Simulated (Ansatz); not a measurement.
```yaml
crystal:
  periodic: [false, false, false]
  atoms:
    - {symbol: C, position_ang: [-1.313275, -0.309948, -0.001032]}
    - {symbol: P, position_ang: [-1.134295, 1.303267, 0.010269]}
    - {symbol: Ge, position_ang: [0.681083, -0.518616, -0.004291]}
    - {symbol: H, position_ang: [1.421562, 1.019766, 0.005978]}
basis:
  gaussian: {orbitals: def2-TZVP}
hamiltonian: {xc: pbe0}
relax: {f_tol: 0.004, max_steps: 80}
```

```sh
$ ansatz run in.yaml --threads 1 --pin off --events-out ev --progress --plain --max-ram 2176MiB
```

Steps of the relaxation (energy above the last step; positions in Å, forces in eV/Å):

```
4
step 1, 177.7 meV
C    -1.313   -0.310   -0.001   -0.135    0.293    0.002
P    -1.134    1.303    0.010    0.489   -0.464   -0.004
Ge    0.681   -0.519   -0.004    0.259    0.628    0.004
H     1.422    1.020    0.006   -0.612   -0.457   -0.003
```

```
4
step 2, 65.9 meV
C    -1.289   -0.293   -0.001   -0.042   -0.180   -0.001
P    -0.987    1.303    0.010    0.365   -0.114   -0.001
Ge    0.704   -0.543   -0.004   -0.276    0.222    0.002
H     1.226    1.027    0.006   -0.047    0.072    0.001
```

```
4
step 3, 61.2 meV
C    -1.293   -0.296   -0.001   -0.026   -0.202   -0.001
P    -0.981    1.299    0.010    0.321   -0.020    0.000
Ge    0.700   -0.538   -0.004   -0.226    0.146    0.001
H     1.229    1.029    0.006   -0.069    0.076    0.001
```

```
4
step 7, 4.1 meV
C    -1.258   -0.301   -0.001    0.098    0.180    0.001
P    -0.764    1.294    0.010    0.021   -0.165   -0.001
Ge    0.674   -0.619   -0.005   -0.013   -0.007    0.000
H     1.003    1.120    0.007   -0.106   -0.008    0.000
```

```
4
step 10, 0.0 meV
C    -1.244   -0.297   -0.001   -0.002    0.000    0.000
P    -0.731    1.295    0.010   -0.001    0.002    0.000
Ge    0.669   -0.642   -0.005    0.002   -0.002    0.000
H     0.961    1.138    0.007    0.000    0.000    0.000
```

Close pairs at the end: C1–P2 1.672 Å, P2–H4 1.700 Å, Ge3–H4 1.804 Å, C1–Ge3 1.945 Å, P2–Ge3 2.390 Å.

A stationary point of restricted PBE0 after 10 steps (its stability towards spin polarisation wasn't tested); no frequencies were run, so it isn't proven a minimum. 39 s on 1 thread of Intel Xeon Platinum 8488C, shared host.
